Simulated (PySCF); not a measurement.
**Computed data sheet: `CS(C)(=O)=O` (dimethyl sulfone)**

Dimethyl sulfone, C2H6O2S.
SMILES with atom numbers: `[CH3:1][S:2]([CH3:3])(=[O:4])=[O:5]` (hydrogens: H6, H7, H8 on C1; H9, H10, H11 on C3)

Some functional groups and rings: sulfone.

GFN2-xTB geometry:

| Item | Value |
| --- | --- |
| Point group of the GFN2-xTB geometry | C2v |
| Rotational constants A, B, C of the GFN2-xTB geometry | 4.550, 4.262, 4.005 GHz |

wB97X-D/def2-SVPD ground state and vertical TDDFT (core frozen in the response) (PySCF):

| Quantity | Value |
| --- | --- |
| Dipole moment | 4.87 D |
| HOMO energy | -10.38 eV |
| LUMO energy | 1.71 eV |
| HOMO–LUMO gap | 12.09 eV |
| Lowest singlet excitation | 7.93 eV (156 nm, f = 0.005) |
| Strongest line among the 8 lowest singlet transitions | S8 at 9.23 eV (134 nm, f = 0.155) |
| Lowest triplet excitation (Tamm–Dancoff) | 7.68 eV |
| Static isotropic polarisability | 52.3 au |
| Electronic spatial extent ⟨r²⟩ about the centre of nuclear charge | 458 bohr² |

**PBE0/pcSseg-1 ground state and GIAO shieldings, non-relativistic (PySCF)**

| Item | Value |
| --- | --- |
| Lowest Hirshfeld atomic charge | -0.33 e on O4/O5 |
| Highest Hirshfeld atomic charge | +0.53 e on S2 |
| 13C chemical shifts (computed TMS as zero) by class | 47.9 (C1/C3) ppm |
| 1H chemical shifts (computed TMS as zero) by class | 2.57 (H6/H7/H8/H9/H10/H11) ppm |
| Isotropic shieldings of nuclei other than C and H, by class | 112 (O4/O5), 213 (S2) ppm |
| Mayer bond orders between heavy atoms | C1–S2 0.88, S2–C3 0.88, S2–O4 1.74, S2–O5 1.74 |

**delta-SCF UKS SCAN, pcX-2 on the ionised atom, pcseg-1 elsewhere, spin-free X2C; 2p3/2 from a spin–orbit splitting computed afterwards within the 2p shell (PySCF)**

| Quantity | Value |
| --- | --- |
| Core binding energies | S2p3/2 174.0 (S2), C1s 291.7 (C1/C3), O1s 537.6 (O4/O5), S1s 2482.7 (S2) eV |

Monoisotopic mass (most abundant isotopes): 94.0089 u.

The vertical singlet–triplet gap S1 − T1 is 0.25 eV (TDDFT singlet less Tamm–Dancoff triplet). With B = h/(8π²I), that is 505.379 GHz u Å² over I, the principal moments of inertia are 111.1, 118.6 and 126.2 u Å² (most abundant isotopes). The 8 singlets span 7.93 to 9.23 eV, and their oscillator strengths add up to 0.35. The polarisability is 7.75 Å³ as a volume (1 au = 0.148185 Å³), or 1.05 au for each of the 50 electrons. S1 lies 4.16 eV below the HOMO–LUMO gap; its leading configuration is HOMO→LUMO, weight 0.73.

Geometry: GFN2-xTB; no solvent or vibrations. NMR classes are plain means over equivalent atoms (diastereotopic ones count apart unless rotation or inversion swaps them), as if these changed places fast; in this geometry the members of some classes differ.
